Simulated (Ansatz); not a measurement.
The same path of C3H4FNO (10 atoms, charge 0, multiplicity 1) was run twice with different band settings. The coordinate that changes most is the dihedral O3–C2–C4–F6.

Theory: RKS r2SCAN/STO-3G in Ansatz.

Relaxed end points:

```xyz
10
Properties=species:S:1:pos:R:3
C 0.379 -1.396 0.237
C 0.045 -0.108 0.485
O -0.091 0.502 1.750
C -0.240 0.896 -0.622
N -0.198 0.554 -1.901
F -0.533 2.155 -0.154
H 0.451 -1.742 -0.796
H 0.580 -2.106 1.043
H 0.126 -0.270 2.387
H -0.435 1.464 -2.426
```

```xyz
10
Properties=species:S:1:pos:R:3
C 0.387 -1.483 0.172
C 0.061 -0.188 0.404
O -0.066 0.437 1.657
C -0.215 0.786 -0.730
N -0.499 2.057 -0.488
F -0.137 0.222 -1.981
H 0.455 -1.852 -0.852
H 0.586 -2.185 0.986
H 0.150 -0.332 2.302
H -0.639 2.487 -1.466
```

Common settings: spring 5.0 eV/Å²; optimiser quadratic models (default); start path IDPP; force threshold 0.05 eV/Å; end points relaxed.

| run | movable images | climbing image | iteration limit |
| --- | --- | --- | --- |
| 1 | 5 | yes | 54 |
| 2 | 8 | no | 45 |

**Question.** What does each run give, and how far can it be trusted?

**Answer.** Run 1: converged after 7 iterations, highest image 0.213 eV above the first end. A vibrational analysis at the climbing image gives one clearly imaginary mode, 68i cm⁻¹: a first-order saddle point.
Run 2: converged after 5 iterations, highest image 0.211 eV above the first end. No image climbed, so the highest image needn't sit at the top of the path.
Limits of this set-up: minimal basis.
